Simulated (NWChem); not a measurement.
C₂H₅O anion

```xyz
8

C      0.2257    -1.1799     0.0000
C     -0.4812     0.2089     0.0000
O      0.3469     1.2536     0.0000
H     -0.5038    -2.0172     0.0000
H      0.8706    -1.2688    -0.8915
H      0.8706    -1.2688     0.8915
H     -1.1969     0.1668     0.8918
H     -1.1969     0.1668    -0.8918
```
Atoms are numbered in this order, from 1.

Level: B3LYP/def2-SVPD (NWChem), optimised geometry, unscaled harmonic frequencies. The highest occupied level is positive, so the extra electron may be held by the finite basis. B3LYP is NWChem's, with the RPA form of VWN correlation.

| frequency (cm⁻¹) | IR intensity (km/mol) |
|---|---|
| 276 | 1.0 |
| 430 | 7.0 |
| 771 | 1.5 |
| 826 | 15.5 |
| 1026 | 88.3 |
| 1154 | 0.9 |
| 1213 | 270.0 |
| 1254 | 6.2 |
| 1307 | 7.3 |
| 1363 | 106.3 |
| 1423 | 1.4 |
| 1435 | 32.1 |
| 1461 | 13.9 |
| 2483 | 497.3 |
| 2561 | 597.1 |
| 2932 | 142.9 |
| 3021 | 93.6 |
| 3050 | 81.0 |

```yaml
zero_point_energy: 40.0 kcal/mol
thermal correction to the enthalpy at 298.15 K (with zero-point energy): 43.0 kcal/mol
heat capacity Cv: 11.9 cal/(mol K)
entropy at 298.15 K and 1 atm (symmetry number 1): 62.6 cal/(mol K)
```

Rigid rotor and harmonic oscillator.
